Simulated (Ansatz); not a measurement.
[Br···H···F], doublet: reading a ladder of total energies

Geometry: a point of a hydrogen-transfer path between rigid fragments, not a stationary point.

```xyz
3

Br    0.0000    0.0000   -1.4147
H     0.0000    0.0000    0.2153
F     0.0000    0.0000    1.1993
```

Basis cc-pVTZ; Ansatz 0.2.0. Correlated methods freeze the noble-gas cores and the filled d shells of p-block atoms, which leaves 15 electrons in 72 orbitals. R marks a restricted (for open shells ROHF) determinant, U an unrestricted one. No spin–orbit coupling is included, and no scalar relativity.

Full CI isn't at hand for all of this; UCCSDT(Q) serves as the reference, and is uncertain by about the last step of the cluster series.

Runs differ by some tens of microhartree through their thresholds and, for an open shell, their frozen cores, so steps under 0.03 kcal/mol mean nothing.

```csv
level,total energy (hartree)
UHF,-2672.457211
UMP2,-2672.876103
UCCSD,-2672.895047
UCCSD(T),-2672.907685
UCCSDT,-2672.908283
UCCSDT(Q),-2672.908739
```

Task: What is the correlation energy at UCCSDT(Q), and what share of it do UMP2 and UCCSD(T) recover?

Result: E(corr) = -2672.908739 − (-2672.457211) = -0.451528 hartree = -12.287 eV. UMP2: -0.418892 / -0.451528 = 92.77 %. UCCSD(T): -0.450474 / -0.451528 = 99.77 %.

Task: By how many kcal/mol does UCCSD(T) miss UCCSDT(Q) (1 hartree = 627.509 kcal/mol), and which steps make up the rest?

Result: -2672.907685 − (-2672.908739) = 0.001054 hartree = 0.66 kcal/mol. Steps: UCCSDT − UCCSD(T) = -0.38, UCCSDT(Q) − UCCSDT = -0.29 kcal/mol. That is within 1 kcal/mol of the reference in this basis, which itself misses far more of the correlation at the basis-set limit.
